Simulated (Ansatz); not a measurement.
**hcp Mg**

These are LDA in Ansatz (PAW) values and carry that method's errors.

Numerical settings: plane-wave cutoff 500 eV, 18×12×1 k mesh (along the axes of the cell as run), Fermi–Dirac smearing 0.1 eV, scalar-relativistic PAW data made under PBE.

Cell: relaxed at this level.

| Quantity | Result |
|---|---|
| surface energy of the (10-10) face | 0.99 J/m² |
| work function of the (10-10) face | 3.86 eV |

The slab of 10 atoms is relaxed and unreconstructed.

Computed values are for the static lattice.

The result took very roughly 12 core-minutes.

Ansatz is an electronic-structure program.
